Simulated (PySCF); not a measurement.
This PySCF input (HF/cc-pVTZ) gives -117.10117 Eh with 174 basis functions.

```python
import numpy as np, basis_set_exchange as bse
from pyscf import gto, scf, dft, df

basis = {'C': gto.basis.parse(bse.get_basis('cc-pVTZ', elements=['C'], fmt='nwchem')), 'H': gto.basis.parse(bse.get_basis('cc-pVTZ', elements=['H'], fmt='nwchem'))}
mol = gto.M(
    atom='''
    C     0.00214948    0.86797098    0.00149051
    C     0.75058129   -0.43583539   -0.00746307
    C    -0.75273077   -0.43213559    0.00597256
    H     0.01171755    1.45362880    0.91078734
    H    -0.00451006    1.45678848   -0.90578946
    H     1.25028356   -0.72912596   -0.92080071
    H     1.26651116   -0.73228564    0.89577609
    H    -1.25388730   -0.72608269    0.91830178
    H    -1.27011491   -0.72292301   -0.89827503
    ''',
    basis=basis,
    charge=0,
    verbose=4,
    max_memory=8640,
)
mf = scf.RHF(mol)
mf = mf.density_fit(auxbasis=df.autoaux(mol))
mf.conv_tol = 1e-9
mf.max_cycle = 100
print('smallest overlap eigenvalue', np.linalg.eigvalsh(mol.intor('int1e_ovlp'))[0])
mf.kernel()
dip = mf.dip_moment()
```

Change:
```diff
- basis = {'C': gto.basis.parse(bse.get_basis('cc-pVTZ', elements=['C'], fmt='nwchem')), 'H': gto.basis.parse(bse.get_basis('cc-pVTZ', elements=['H'], fmt='nwchem'))}
+ basis = {'C': gto.basis.parse(bse.get_basis('cc-pVDZ', elements=['C'], fmt='nwchem')), 'H': gto.basis.parse(bse.get_basis('cc-pVDZ', elements=['H'], fmt='nwchem'))}
```

What does the run give now?

-117.06720 Eh (HF/cc-pVDZ, 72 functions), a change of +33.97 mEh.
